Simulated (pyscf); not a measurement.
Optimised with ωB97X-D3(BJ)/def2-SVP in PySCF.

Task: Estimate the classical barrier height and the reaction energy of [F–Mo(F)(F)=S]• + hydrogen fluoride (HF) → [F–Mo(F)(F)(F)–SH]• at ωB97M-D3(BJ)/def2-TZVP. The step runs on the doublet surface, breaks F–H and forms H–S, F–Mo; take the separated reactants as zero.

Result: ΔE‡ = -0.2 kJ/mol, ΔE = -91.2 kJ/mol. Zero-point energy shifts the barrier by -2.3 kJ/mol. It is an addition across a multiple bond or ene-type step, with an imaginary mode of 1095i cm⁻¹. On the reactant side the descent ends in an adduct with a F–Mo contact, 33.8 kJ/mol under the separated species and 26.3 kJ/mol under the saddle at ωB97X-D3(BJ)/def2-TZVP. What is counted as formed (F–Mo) is already present as a longer contact in the reactant adduct; forming that adduct is a step of its own. This is the saddle that the search found; another between the same sides may lie lower. Open-shell species with a d-block atom are single-reference here; other states, and whether the spin sits on metal or ligand, were not checked. Elements past Kr carry the def2 core potentials, without spin-orbit coupling.
